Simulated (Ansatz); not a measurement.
# C₃H₂Cl₂: how energies converge with the basis set

Aim: see how fast density functionals converge with the basis set for C₃H₂Cl₂.

Computed with Ansatz 0.2.0, Gaussian basis. Level: one geometry, several basis sets.

Plan: PBE0-D4/def2-SVP; ωB97M-V/def2-SVP; PBE0-D4/def2-QZVPP; ωB97M-V/def2-QZVPP; the functionals' def2-TZVPP values are taken from earlier runs.

### 1 The geometry

All runs share one geometry, relaxed beforehand with PBE0-D4 in a triple-zeta def2 set.

7 atoms, charge 0, spin multiplicity 1.

Atoms are counted from 1 here; the program's logs count them from 0.

Bond lengths: Cl1–C2 1.670 Å, C2–C3 1.294 Å, C2–C4 1.455 Å, C3–C4 1.482 Å, C3–H6 1.076 Å, C4–Cl5 1.793 Å, C4–H7 1.086 Å. Angles: Cl1–C2–C3 150.0°, Cl1–C2–C4 145.0°, C3–C2–C4 64.9°, C2–C3–C4 62.8°, C2–C3–H6 152.0°, C4–C3–H6 145.1°, C2–C4–C3 52.3°, C2–C4–Cl5 120.0°, C2–C4–H7 123.7°, C3–C4–Cl5 120.0°, C3–C4–H7 123.3°, Cl5–C4–H7 108.2°.

Geometry (Å):

```xyz
7

Cl   -1.9043   -1.5426   -0.3328
C    -0.5326   -0.6457   -0.0104
C     0.4597   -0.3563    0.7686
C     0.3094    0.4495   -0.4661
Cl   -0.2852    2.1376   -0.3669
H     1.0270   -0.4876    1.6734
H     0.9873    0.3771   -1.3114
```

### 2 PBE0-D4 in def2-SVP

in.yaml reads:

```yaml
crystal:
  periodic: [false, false, false]
  atoms:
    - {symbol: Cl, position_ang: [-1.904349, -1.542642, -0.332803]}
    - {symbol: C, position_ang: [-0.532647, -0.645677, -0.010441]}
    - {symbol: C, position_ang: [0.459662, -0.356346, 0.768586]}
    - {symbol: C, position_ang: [0.309395, 0.449457, -0.466126]}
    - {symbol: Cl, position_ang: [-0.285164, 2.137589, -0.366867]}
    - {symbol: H, position_ang: [1.027011, -0.487624, 1.673362]}
    - {symbol: H, position_ang: [0.987291, 0.377142, -1.311410]}
basis:
  gaussian: {orbitals: def2-SVP}
hamiltonian: {xc: pbe0, dispersion: d4}
output: {orbitals: {seedname: orbitals}}
```

On the command line:

```
ansatz run in.yaml --threads 2 --pin off --events-out ev --progress --plain --max-ram 4352MiB
```

After this run come: ωB97M-V in def2-SVP; PBE0-D4 in def2-QZVPP; ωB97M-V in def2-QZVPP.

**Question.** What will the summary of the whole plan be? Wanted: PBE0-D4: double and triple zeta above quadruple; ωB97M-V: double and triple zeta above quadruple.

The runs gave:

| quantity | value |
| --- | --- |
| PBE0-D4: double and triple zeta above quadruple | 13.02, 0.90 eV |
| ωB97M-V: double and triple zeta above quadruple | 13.00, 0.86 eV |

What this shows: PBE0-D4 gains 12.12 eV from double to triple zeta, then 0.90 eV more. Total energies overstate the basis error of differences, where much of it tends to cancel. The LUMO of ωB97M-V is positive and keeps falling with the basis (1.89 to 1.37 eV): an unbound level that the basis holds in place.
